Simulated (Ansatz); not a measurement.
**PH2⁻, triplet in aug-cc-pVTZ: errors against UCCSDT(Q)**

Geometry: that of the PH2⁻, singlet, kept fixed. The singlet lies 1.8 eV lower here.

```tsv
atom	x (Å)	y (Å)	z (Å)
P	0.0000	-0.0612	0.0000
H	0.0000	0.9398	-1.0301
H	0.0000	0.9398	1.0301
```

Basis aug-cc-pVTZ; Ansatz 0.2.0. Correlated methods freeze the noble-gas cores, which leaves 8 electrons in 91 orbitals. Prefix R: restricted or restricted open-shell reference; prefix U: unrestricted. Active spaces: valence = (8e, 6o) chosen from the atoms' valence shells. This anion state lies near or above the neutral species, so the extra electron is weakly bound or unbound and the energies hang on the diffuse functions.

Full CI isn't at hand for all of this; UCCSDT(Q) serves as the reference, and is uncertain by about the last step of the cluster series. The frozen core follows each run's orbitals, which can shift R against U totals by a few meV.

The UHF ⟨S²⟩ is 2.020 and the T1 diagnostic (RCCSD) is 0.0298. The largest doubles amplitude (RCCSD) is 0.039. The T1 diagnostic (UCCSD) is 0.0277.

```
   level  E − E(RHF) (eV)
     UHF          -0.1511
    RMP2          -4.1638
    UMP2          -4.1320
   RCCSD          -4.8685
   UCCSD          -4.8738
RCCSD(T)          -5.0622
UCCSD(T)          -5.0619
```

Estimate how far UCCSDT(Q) in aug-cc-pVTZ lies from RCCSD(T). The table doesn't fix it; the size of (T) and the diagnostics are the guide.

UCCSDT(Q) in aug-cc-pVTZ lies 3.6 kJ/mol below RCCSD(T), which is 19 % of the (T) step (-18.7 kJ/mol). The diagnostics are small and one determinant leads, so the series closes fast and only a small part of (T) is left.

The other levels:

```tsv
level	E − E(UCCSDT(Q)) (kJ/mol)	share of correlation (%)	wall time
BCCD(T)	3.5	99.29	35 s (H100)
RCCSDT	0.9	99.83	–
UCCSDT	0.8	99.85	–
RCCSDT(Q)	0.1	99.98	83 s (H100)
CASSCF (valence space)	456.7	7.18	–
NEVPT2 (valence space)	116.6	76.29	13 s (H100)
MRCISD (valence space)	41.5	91.56	–
MRCISD+Q (valence space)	5.4	98.90	17 s (H100)
```

The correlation energy at UCCSDT(Q), counted from RHF, is -5.099 eV. That run took 90 s on 2 threads of AMD EPYC 7R13 with a shared H100 80 GB, shared host.

Times hold each run's SCF and search for its determinant on a shared host, so for small cases they say little of a method's own cost.

Natural occupations of CASSCF (valence space) about the gap: 2.000 1.994 1.977 1.000 1.000 0.029; effectively unpaired electrons, Σ n²(2−n)², 2.01.
